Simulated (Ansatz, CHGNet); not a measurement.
# Rock-salt SrO: properties by level of theory

Reference values: lattice constant a 5.16 Å (measured, 300 K, not corrected to a static lattice; as tabulated in Santana et al. (2016), arXiv:1608.06321); zone-centre TO phonon frequency 224 cm⁻¹ (measured, temperature not stated, not corrected to a static lattice; as tabulated in Roshan et al. (2021), arXiv:2110.13857); elastic constant C11 175 GPa (measured, temperature not stated, not corrected to a static lattice; as tabulated in Oses et al. (2018), arXiv:1811.08464); elastic constant C44 55.9 GPa (measured, temperature not stated, no zero-point or thermal correction; as tabulated in Oses et al. (2018), arXiv:1811.08464).

| level (code) | lattice parameter a (Å) | zone-centre TO phonon frequency (cm⁻¹) | elastic constant C11 (GPa) | elastic constant C44 (GPa) | polycrystal shear modulus (GPa) |
|---|---|---|---|---|---|
| CHGNet 0.3.0 | 5.205 | 212 | 130 | 39.9 | 41.3 |
| B3LYP (VWN-RPA form) (Ansatz) | 5.201 | ___ | ___ | ___ | 57.7 |
| HSE06 (Ansatz) | 5.154 | 207 | 175 | ___ | 59.2 |

**Question.** Fill in the missing entries.

**Answer.** 
- B3LYP (VWN-RPA form) (Ansatz, a quantum-chemistry and plane-wave program), zone-centre TO phonon frequency (cm⁻¹): 201
- B3LYP (VWN-RPA form) (Ansatz), elastic constant C11 (GPa): 165
- B3LYP (VWN-RPA form) (Ansatz), elastic constant C44 (GPa): 58.2
- HSE06 (Ansatz), elastic constant C44 (GPa): 57.5

Differences from the reference values (errors of the level alone only where the reference is corrected to a static lattice):

```tsv
level	lattice constant a (%)	zone-centre TO phonon frequency (%)	elastic constant C11 (%)	elastic constant C44 (%)
CHGNet 0.3.0	+0.87	-5.4	-26	-29
B3LYP (VWN-RPA form)	+0.79	-10.3	-5.7	+4.1
HSE06	-0.12	-7.6	0.0	+2.9
```

Nearest: lattice constant a, not ranked (reference at room or unstated temperature); zone-centre TO phonon frequency, not ranked (one source); elastic constant C11, not ranked (reference at room or unstated temperature); elastic constant C44, not ranked (reference at room or unstated temperature).

Machine-learned potentials (CHGNet 0.3.0) are trained on DFT data: a solid inside that data is no test of them.

Ansatz's density-functional and Hartree–Fock values are scalar-relativistic unless marked +SOC, with PAW data made under PBE.

Differences are worked out from the printed values.

Static lattice: no zero-point or thermal effects.
